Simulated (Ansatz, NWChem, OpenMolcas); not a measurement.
How methods differ on SiH3Cl (chlorosilane)

SiH3Cl has 5 atoms, charge 0, and is taken as a singlet. SMILES: `[SiH3]Cl`. The shape is that of a PBE0-D4/def2-TZVP optimisation.

```jsonl
{"atom": "Si", "x (Å)": "-0.1120", "y (Å)": "0.0186", "z (Å)": "-0.0309"}
{"atom": "Cl", "x (Å)": "1.8383", "y (Å)": "-0.5135", "z (Å)": "0.3299"}
{"atom": "H", "x (Å)": "-0.9509", "y (Å)": "-0.4883", "z (Å)": "1.0791"}
{"atom": "H", "x (Å)": "-0.5347", "y (Å)": "-0.5857", "z (Å)": "-1.3149"}
{"atom": "H", "x (Å)": "-0.1908", "y (Å)": "1.4954", "z (Å)": "-0.1047"}
```

Quantity: the vertical energy of the triplet above the singlet, in eV. The values are calculated.

```
              level                    kind     program  value (eV)  CPU time (all runs)
     HF/aug-cc-pVDZ            Hartree–Fock  OpenMolcas        7.50                 27 s
  SVWN5/aug-cc-pVDZ                     LDA      NWChem        6.41              4.4 min
   BLYP/aug-cc-pVDZ                     GGA  OpenMolcas        6.52              1.9 min
 r2SCAN/aug-cc-pVDZ                meta-GGA  OpenMolcas        6.80              2.5 min
  B3LYP/aug-cc-pVDZ           global hybrid      Ansatz        6.90                 42 s
wB97M-V/aug-cc-pVDZ  range-separated hybrid      Ansatz        7.29              4.3 min
    MP2/aug-cc-pVDZ     perturbation theory      Ansatz        7.70                 20 s
    MP3/aug-cc-pVDZ     perturbation theory      NWChem        7.60              4.8 min
         FCI/STO-3G      exact in the basis      Ansatz        9.76                2.6 s
```

The values span 6.41 to 9.76 eV. Sets with diffuse functions come out lower, a sign that the upper state is spread out (Rydberg-like). A triplet this far above the singlet is often a Rydberg-like or dissociative state; sets without diffuse functions put Rydberg states too high. High-level rows in very small sets aren't better than simpler rows in larger ones. CPU times are rough (shared hosts, several kinds of processor): they show what a rung costs within a factor of a few.
